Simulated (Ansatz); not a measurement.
Relaxing a trial structure of Cl2H2Si

The starting geometry of this gas-phase triplet was optimised with GFN2-xTB as a singlet; its bonds are those of `Cl[SiH2]Cl`.

```json
{"atom": "Cl", "x (Å)": "-3.2910", "y (Å)": "-0.1568", "z (Å)": "-1.5833"}
{"atom": "Cl", "x (Å)": "-2.1327", "y (Å)": "-3.1524", "z (Å)": "-0.8957"}
{"atom": "Si", "x (Å)": "-1.9457", "y (Å)": "-1.1898", "z (Å)": "-0.5067"}
{"atom": "H", "x (Å)": "-2.2103", "y (Å)": "-0.9680", "z (Å)": "0.9066"}
{"atom": "H", "x (Å)": "-0.6105", "y (Å)": "-0.7631", "z (Å)": "-0.8949"}
```

**Question.** Predict what it relaxes into with B3LYP/6-31G*.

**Answer.** It falls apart into ClH2Si + Cl. Contacts that open: Cl2–Si3 (2.01 → 3.59 Å).

The energy falls by 3.28 eV over 30 steps:

```tsv
step	E − E(last) (eV)
1	3.281
4	0.722
7	0.152
11	0.025
14	0.024
17	0.024
20	0.022
24	0.002
27	0.000
30	0.000
```

Final geometry (Å):

```yaml
atoms:
  - { symbol: Cl, position_ang: [-3.4335, -1.1148, -1.1477] }
  - { symbol: Cl, position_ang: [-2.4684, -3.6400, -2.1260] }
  - { symbol: Si, position_ang: [-1.7661, -0.9374, 0.1330] }
  - { symbol: H, position_ang: [-1.9708, 0.3311, 0.8881] }
  - { symbol: H, position_ang: [-0.5514, -0.8691, -0.7214] }
```

No frequencies were run, so the end isn't proven a minimum. Open shells are spin-unrestricted. The triplet needn't be the ground state. Run with Ansatz 0.2.0, 7.7 min on 1 thread of AMD EPYC (Zen 3), on a shared host.
